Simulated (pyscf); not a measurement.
Concerted two-bond exchange: F–CH₂–F (SMILES FCF) + F–C:–F (SMILES F[C]F) [singlet] → F–C(F)=C(F)–F (SMILES FC(F)=C(F)F) + H₂ (SMILES [H][H])

Gas phase, singlet surface, charge 0. Bonds broken: C2–H4, C2–H5. Bonds formed: C2–C7, H4–H5. Structures and frequencies: ωB97X-D3(BJ)/def2-SVP in PySCF.

Transition state (Å):

```xyz
8

F      0.3535     1.1223     0.1925
C      0.4068    -0.2186     0.1195
F      1.5932    -0.7647    -0.1980
H     -0.5423    -0.7770    -0.1926
H     -0.0500    -0.2433    -1.2119
F      0.0385    -2.0837     1.5956
C      0.0137    -0.7567     1.4719
F     -1.1347    -0.2939     1.9654
```

One imaginary mode, 1444i cm⁻¹; descent along it reached the two sides named.

| bond | change | reactant side (Å) | saddle | product side |
|---|---|---|---|---|
| C2–H4 | breaks | 1.103 | 1.145 | 3.4 |
| C2–H5 | breaks | 1.104 | 1.408 | 4.0 |
| C2–C7 | forms | 3.6 | 1.508 | 1.328 |
| H4–H5 | forms | 1.833 | 1.251 | 0.759 |

Electronic energies relative to the separated reactants (eV):

```
level                   barrier  reaction energy  reverse barrier
----------------------  -------  ---------------  ---------------
ωB97X-D3(BJ)/def2-TZVP     3.77            -0.09             3.86
PBE/def2-TZVP              2.78            -0.38             3.17
r²SCAN/def2-TZVP           2.95            -0.35             3.30
B3LYP-D3(BJ)/def2-TZVP     3.38            -0.23             3.60
PBE0-D3(BJ)/def2-TZVP      3.14            -0.31             3.46
M06-2X/def2-TZVP           3.61            -0.22             3.83
ωB97M-D3(BJ)/def2-TZVP     3.71            -0.06             3.77
HF/def2-TZVP               5.22            +0.40             4.82
```

With ωB97M-D3(BJ)/def2-TZVP energies and thermal terms (ideal gas, 1 atm, RRHO with modes under 100 cm⁻¹ raised to 100, one conformer, R ln 2 for rigid chiral ones), in eV:

```csv
T (K),ΔH‡,ΔG‡,ΔH,ΔG
298,3.56,4.07,-0.25,-0.07
600,3.60,4.58,-0.17,+0.08
900,3.65,5.06,-0.11,+0.19
1200,3.70,5.52,-0.07,+0.28
```

The same reactants have a lower exit, to F–CH(F)–CH(F)–F (barrier +1.72 eV at ωB97M-D3(BJ), against +3.71 eV here). One saddle was located; it need not be the lowest between these sides. A restricted solution here is unstable towards spin polarisation, so biradical character is likely and single-reference numbers are less safe.
